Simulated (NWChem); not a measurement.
System: CH$_{3}$ cation

The following NWChem deck was run.

```
start job
memory heap 200 mb stack 900 mb global 1100 mb
charge 1
geometry units angstroms noautosym nocenter noautoz
  C      0.000000     0.000000     0.000000
  H      0.780694     0.780694     0.000000
  H      0.285754    -1.066448     0.000000
  H     -1.066448     0.285754     0.000000
end
basis spherical
  * library def2-svp
end
dft
  xc pbe0
  iterations 150
end
cosmo
  dielec 20.7
end
task dft energy
```

The geometry was optimised at PBE0/def2-SVP.

Level: PBE0/def2-SVP with COSMO at NWChem's default radii, gas-phase geometry; the question gives the dielectric constant. Reactions with the solvent are ignored.

### Question
Give the results of this calculation. (PBE0/def2-SVP, COSMO on the gas-phase geometry.) Quantities: electrostatic solvation energy (kcal/mol).

### Answer
* **electrostatic solvation energy (kcal/mol)**: -76.1
